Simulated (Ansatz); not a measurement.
Mulliken charges of C2H3NO2, SMILES `N=C=C(O)O` from PBE/def2-TZVPP in Ansatz (PBE0-D4/def2-TZVP geometry).

```tsv
atom	x (Å)	y (Å)	z (Å)	charge (e)
N1	-1.025	0.043	1.786	-0.169
C2	-0.466	0.117	0.692	-0.106
C3	0.263	0.078	-0.398	0.183
O4	0.983	1.147	-0.809	-0.258
O5	0.260	-0.962	-1.288	-0.252
H6	-1.959	0.465	1.794	0.186
H7	1.874	0.846	-1.024	0.207
H8	0.161	-1.789	-0.807	0.210
```

**Question.** By hand: the dipole of these point charges (1 e Å = 4.8032 D).

**Answer.** Σ q r = (0.009, -0.173, 0.038) e Å, of length 0.177 e Å = 0.85 D.

**Question.** How does the dipole of the full density compare? (Best estimate.)

**Answer.** The calculation gave: (0.069, -0.240, -0.078) e Å, 1.26 D; the point charges give 0.67 times that, at 32° from its direction.

Point charges leave out the atoms' own dipoles, such as those of lone pairs, and Mulliken's split depends on the basis, so the two needn't agree.
